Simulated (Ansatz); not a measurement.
Results of B3LYP (VWN-RPA form)-D3(BJ) (Ansatz, a first-principles code, PAW) for solid CO2 (dry ice).

The cell is the one relaxed with r²SCAN-D4: a = 5.5032 Å, b = 5.5032 Å, c = 5.5032 Å, α = 90.00°, β = 90.00°, γ = 90.00°.

Q: Give the computed lattice energy.

A: 
- lattice energy: 29 kJ/mol

Measured, for comparison: lattice energy 28 kJ/mol (sublimation enthalpy back-corrected for vibrations incl. anharmonic terms (X23); as tabulated in Klimeš (2016), arXiv:1606.06868). Computed (rounded) less measured: lattice energy +1 kJ/mol.

Note: the PAW data were made under another functional than the one run.

The computed numbers hold no vibrational or temperature effects.

Cost on a shared machine: roughly 40 core-seconds.
